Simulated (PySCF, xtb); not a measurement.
Si(H)3(Me) (CH6Si), SMILES C[SiH3].

GFN2-xTB (xtb) at its own geometry gives an orbital gap of 6.38 eV and a dipole moment of 0.41 D.

Geometry: PBE0-D3(BJ)/def2-TZVP. The isomer is the one that the SMILES or the coordinates give; other isomers of the formula were not compared.

Task: What does HF/def2-TZVPD run with PySCF give? (Estimate from the structure and the level; the computed values follow.)

Result: gap 14.43 eV (levels -12.42 and 2.01 eV), dipole 0.75 D.
